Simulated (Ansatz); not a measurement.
## Ansatz (development build ahead of 0.2.0) run

```yaml
crystal:
  periodic: [false, false, false]
  atoms:
    - { symbol: C, position_ang: [0.87107, 0.00692, 0.00481] }
    - { symbol: C, position_ang: [-0.43119, 0.75943, -0.00167] }
    - { symbol: C, position_ang: [-0.43549, -0.74532, 0.00859] }
    - { symbol: H, position_ang: [1.4587, 0.00454, 0.92466] }
    - { symbol: H, position_ang: [1.46478, -0.00901, -0.91298] }
    - { symbol: H, position_ang: [-0.72664, 1.27525, -0.91631] }
    - { symbol: H, position_ang: [-0.73846, 1.27296, 0.91764] }
    - { symbol: H, position_ang: [-0.73642, -1.25808, 0.91443] }
    - { symbol: H, position_ang: [-0.73361, -1.2608, -0.92443] }
basis:
  gaussian: { orbitals: cc-pVDZ }
hamiltonian:
  xc: hf
correlation:
  method: mp2
  frozen_orbitals: { C: 1, H: 0 }
```

The input is written out in the form of the current development build from the run's settings.

The run gave:

| Item | Value |
| --- | --- |
| Converged | yes |
| Reference energy | -117.06651 hartree |
| Correlation energy | -0.42435 hartree |
| Total energy | -117.49086 hartree |
| Spin squared of the determinant | 0.000 |
